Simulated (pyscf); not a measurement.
**Four-centre exchange: H₂N–Ta(Cl)(Cl)(Cl)–Cl (SMILES [NH2][Ta]([Cl])([Cl])([Cl])[Cl]) + H₂O (SMILES O) → H₂N–Ta(OH)(Cl)(Cl)–Cl (SMILES [NH2][Ta]([OH])([Cl])([Cl])[Cl]) + HCl (SMILES Cl)**

Gas phase, singlet surface, charge 0. Bonds broken: Ta2–Cl3, O9–H10. Bonds formed: Ta2–O9, Cl3–H10. Optimised with ωB97X-D3(BJ)/def2-SVP in PySCF.

Transition state (Å):

```xyz
11

N      0.1821    -0.7097     0.3738
Ta    -1.2940     0.5910     0.1662
Cl    -0.2808     0.8992    -2.3563
Cl    -2.6374    -1.1135    -0.5790
Cl    -1.9093     0.7710     2.3577
Cl    -2.6602     2.3426    -0.5687
H     -0.0041    -1.7118     0.3568
H      1.1856    -0.5556     0.3242
O      0.2688     1.9045     0.0548
H      0.3203     1.6571    -1.2687
H      1.0784     1.8427     0.5771
```

One imaginary mode, 740i cm⁻¹; descent along it reached the two sides named, in the forms told below.

```json
[
 {"bond": "Ta2–Cl3", "change": "breaks", "reactant side (Å)": "2.355", "saddle": "2.7", "product side": "4.4"},
 {"bond": "O9–H10", "change": "breaks", "reactant side (Å)": "0.969", "saddle": "1.347", "product side": "2.9"},
 {"bond": "Ta2–O9", "change": "forms", "reactant side (Å)": "2.323", "saddle": "2.045", "product side": "1.861"},
 {"bond": "Cl3–H10", "change": "forms", "reactant side (Å)": "2.7", "saddle": "1.456", "product side": "1.297"}
]
```

Electronic energies relative to the separated reactants (kcal/mol):

```tsv
level	barrier	reaction energy	reverse barrier
ωB97X-D3(BJ)/def2-TZVP	10.9	+3.9	7.0
PBE/def2-TZVP	10.2	+2.0	8.2
r²SCAN/def2-TZVP	8.7	+1.4	7.2
B3LYP-D3(BJ)/def2-TZVP	10.9	+1.8	9.1
PBE0-D3(BJ)/def2-TZVP	10.2	+2.7	7.5
M06-2X/def2-TZVP	10.8	+1.1	9.6
ωB97M-D3(BJ)/def2-TZVP	11.5	+0.2	11.3
HF/def2-TZVP	26.3	-1.2	27.5
```

With ωB97M-D3(BJ)/def2-TZVP energies and thermal terms (ideal gas, 1 atm, RRHO with modes under 100 cm⁻¹ raised to 100, one conformer, R ln 2 for chiral ones without a mode under 150 cm⁻¹), in kcal/mol:

```tsv
T (K)	ΔH‡	ΔG‡	ΔH	ΔG
298	8.7	19.4	-1.7	-2.0
600	9.2	30.1	-1.2	-2.5
900	10.0	40.3	-0.6	-3.3
1200	11.0	50.3	-0.1	-4.3
```

On the reactant side the descent ends in an adduct with a O–Ta contact (not fully relaxed), 16.3 kcal/mol under the separated species and 27.2 kcal/mol under the saddle at ωB97X-D3(BJ)/def2-TZVP. On the product side the descent ends in a complex (not fully relaxed), 6.3 kcal/mol under the separated species and 13.3 kcal/mol under the saddle at ωB97X-D3(BJ)/def2-TZVP. What is counted as formed (O–Ta) is already present as a longer contact in the reactant adduct; forming that adduct is a step of its own. This is the saddle that the search found; another between the same sides may lie lower. Elements past Kr carry the def2 core potentials, without spin-orbit coupling.
